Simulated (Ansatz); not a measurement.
Iron, bcc: convergence with the k-point mesh

Computed with Ansatz, PBE, scalar-relativistic PAW, on the relaxed cell (a = 2.833 Å; ferromagnetic, net 2.16 μB per atom). Errors count from a run at 420 eV on a Γ-centred 25×25×25 mesh with Fermi-Dirac smearing of 0.05 eV, extrapolated to zero width. Fixed here: cutoff 420 eV, Fermi-Dirac width 0.05 eV.

```
  k-mesh  E(σ→0) error (meV/atom)  P (GPa)  sphere moment (μB)  SCF iterations
   2×2×2                   1394.4    30.28                3.00              13
   4×4×4                      5.4    -4.12                2.00              15
   5×5×5                     41.3    -2.93                2.04              13
   9×9×9                     -5.2    -1.84                2.14              10
12×12×12                     -0.9    -0.39                2.21              13
16×16×16                      2.9    -0.05                2.22              13
22×22×22                     -0.1    -0.31                2.21              12
```

What does the run at 7×7×7 give (k-mesh)?

E(σ→0) error (meV/atom): -7.5; P (GPa): 1.62; sphere moment (μB): 2.31; SCF iterations: 13.

Within 5 meV/atom of the last row: from 12×12×12 on.
